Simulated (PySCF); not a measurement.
Isomers of [C4H7O]- (charge -1), one GFN2-xTB conformer each. Single-point energies are computed at PBE0/pcSseg-1 (PySCF, gas phase, no added dispersion term), electronic only.

```json
{"SMILES": "CC1([O-])CC1", "GFN2-xTB relative energy (kJ/mol)": "0.0"}
{"SMILES": "C[C@@H]1C[C@H]1[O-]", "GFN2-xTB relative energy (kJ/mol)": "0.2"}
```

Q: What does PBE0/pcSseg-1 give for the same structures?

A: 
| SMILES | PBE0/pcSseg-1 E (Eh) | PBE0/pcSseg-1 (kJ/mol) | GFN2-xTB (kJ/mol) | point group |
| --- | --- | --- | --- | --- |
| CC1([O-])CC1 | -231.51759 | 0.0 | 0.0 | Cs |
| C[C@@H]1C[C@H]1[O-] | -231.51428 | 8.7 | 0.2 | C1 |

Both levels put the same isomer lowest. Neighbours under 21 kJ/mol apart (CC1([O-])CC1 and C[C@@H]1C[C@H]1[O-]) can change places with a better method, another conformer or zero-point energy.

Q: As an exercise, what shares would exp(−E/RT) give at 1000 K from these electronic energies alone (no entropy, no degeneracies)?

A: RT = 8.314 kJ/mol: CC1([O-])CC1 74.0 %, C[C@@H]1C[C@H]1[O-] 26.0 %.
